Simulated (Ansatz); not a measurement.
Ansatz (a first-principles code) input (PBE/6-31G*):

Ansatz 0.2 input:
```yaml
crystal:
  periodic: [false, false, false]
  atoms:
    - {symbol: Li, position_ang: [-0.00000000, -0.00000000, -1.36098014]}
    - {symbol: Li, position_ang: [0.00000000, 0.00000000, 1.36098014]}
basis:
  gaussian:
    orbitals: 6-31G*
hamiltonian:
  xc: {name: PBE}
relax: {f_tol: 0.003, max_steps: 120}
```

From the last part of the output:

```
Functional definition: PBE
integrals: 0.01 GiB planned
238 factors; their error is unknown
mean field: 0.06 GiB planned
mean field evaluation 1: about -406.6363 eV, gradient 3.9e0 eV
mean field evaluation 2: about -406.7542 eV, gradient 2.6e0 eV
mean field evaluation 4: about -406.8655 eV, gradient 1.3e-1 eV
mean field evaluation 8: about -406.8422 eV, gradient 2.6e-2 eV
mean field -406.84216362 eV, -14.9511737457 hartree, gradient 8.2e-5 eV, S^2 0.000000; 0 other end points of the search recorded, 0 dependent functions left out
the calculation of the forces begins
reference -406.84219269 eV, -14.9511748137 hartree; 3, 3 occupied and 27, 27 virtual orbitals, 238 factors
relax step   1: F+E_penalty+E_count = -406.84216362 eV  Δ(F+E_penalty+E_count) = +0.000e0 eV  max|allowed force component| = 4.190e-2 eV/Å  Δτ_max = 0.0000 Å  (23 SCF iters, accepted)
these checks for a lower state are left out or cut short: starts, cluster_reference, orbital_swaps, neighbouring_geometries, increment
integrals: 0.01 GiB planned
238 factors; their error is unknown
mean field: 0.06 GiB planned
mean field evaluation 16: about -406.8660 eV, gradient 1.6e-1 eV
mean field -406.84265130 eV, -14.9511916675 hartree, gradient 1.3e-5 eV, S^2 0.000000; 0 other end points of the search recorded, 0 dependent functions left out
the calculation of the forces begins
reference -406.84268039 eV, -14.9511927363 hartree; 3, 3 occupied and 27, 27 virtual orbitals, 238 factors
relax step   2: F+E_penalty+E_count = -406.84265130 eV  Δ(F+E_penalty+E_count) = -4.877e-4 eV  max|allowed force component| = 1.759e-2 eV/Å  Δτ_max = 0.0082 Å  (24 SCF iters, accepted)
these checks for a lower state are left out or cut short: starts, cluster_reference, orbital_swaps, neighbouring_geometries, increment
integrals: 0.01 GiB planned
238 factors; their error is unknown
mean field: 0.06 GiB planned
mean field -406.84275863 eV, -14.9511956118 hartree, gradient 1.5e-5 eV, S^2 0.000000; 0 other end points of the search recorded, 0 dependent functions left out
the calculation of the forces begins
reference -406.84278773 eV, -14.9511966812 hartree; 3, 3 occupied and 27, 27 virtual orbitals, 238 factors
relax step   3: F+E_penalty+E_count = -406.84275863 eV  Δ(F+E_penalty+E_count) = -1.073e-4 eV  max|allowed force component| = 5.273e-4 eV/Å  Δτ_max = 0.0059 Å  (24 SCF iters, accepted)
integrals: 0.01 GiB planned
238 factors; their error is unknown
mean field: 0.06 GiB planned
mean field evaluation 32: about -406.8661 eV, gradient 1.6e-1 eV
mean field -406.84275863 eV, -14.9511956118 hartree, gradient 1.5e-5 eV, S^2 0.000000; 1 other end points of the search recorded, 0 dependent functions left out
the calculation of the forces begins
reference -406.84278773 eV, -14.9511966812 hartree; 3, 3 occupied and 27, 27 virtual orbitals, 238 factors
Total energy: -406.84278773 eV, -14.9511966812 hartree
Atom 0 at     0.000000     0.000000    -1.375143 Å, force     0.000000    -0.000000    -0.000527 eV/Å
Atom 1 at    -0.000000    -0.000000     1.375143 Å, force    -0.000000     0.000000     0.000527 eV/Å
Dipole moment:     0.000000     0.000000    -0.000000 e Å
```
